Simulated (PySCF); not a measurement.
# NaP: from the state search to spectroscopic constants

An exercise on one series of results from a longer session: the logs are not shown, and one member is left open.

Program: PySCF 2.14.0. Level of theory: Na x2c-SVPall, P x2c-SVPall, spin-free X2C with a Gaussian nucleus. These are calculated values, not measurements.

The first run:

A driver script around PySCF takes these settings:

- atoms: Na, P
- charge: 0
- basis: Na x2c-SVPall, P x2c-SVPall
- Hamiltonian: spin-free X2C with a Gaussian nucleus
- basis functions: 33
- electrons treated: 26
- masses in u: 22.9898, 30.9738
- levels: PBE0, PBE, r²SCAN, LDA, M06-2X, revPBE, ωB97X, HF, MP2, SCS-MP2, CCSD, CCSD(T)
- grid: 80 radial by 434 angular points
- occupations: held fixed by the projection of orbital angular momentum
- dissociation limit: Na + P, each in its ground configuration
- starting distance in angstrom: 2.640
- values of 2S to try: 0, 2, 4

Steps of the session up to this table: The job; PBE0 along the bond; Other states along the same grid; PBE; r²SCAN (meta-GGA); LDA; M06-2X; revPBE (GGA); ωB97X (range-separated hybrid); ROHF; MP2 and coupled cluster.

One table of the session follows, with a row left open; its other results are not shown here.

It belongs to the step «The curves together». Energy (eV) from each level's lowest point:

```
R (Å)   ROHF  ROHF-MP2  ROHF-SCS-MP2  ROHF-CCSD  ROHF-CCSD(T)
2.300  0.456     0.442         0.446        n/a           n/a
2.408  0.211     0.206         0.209      0.222         0.231
2.514      ?         ?             ?          ?             ?
2.595  0.019     0.020         0.021      0.028         0.032
2.675  0.000     0.000         0.000      0.002         0.005
2.755  0.007     0.005         0.004      0.000         0.000
2.862  0.048     0.043         0.039      0.025         0.021
2.996  0.135     0.124         0.118      0.086         0.077
3.156  0.275     0.255         0.245      0.185         0.168
3.370  0.494     0.461         0.444        n/a           n/a
```

Estimate the missing values for R (Å) = 2.514.

Worked estimate for «ROHF». A straight line through the neighbours (2.408, 0.211) and (2.595, 0.019) gives 0.211 + (0.019 − 0.211) × (2.514 − 2.408) / (2.595 − 2.408) = 0.102; a parabola fitted to 4 rows on both sides gives 0.069.

The run gave: ROHF: 0.072; ROHF-MP2: 0.071; ROHF-SCS-MP2: 0.073; ROHF-CCSD: 0.084; ROHF-CCSD(T): 0.090. In «ROHF» the line misses by +0.030 and the parabola by -0.003.

State 3 has its PBE0 minimum 0.76 eV higher. The other levels ran on the lowest alone.
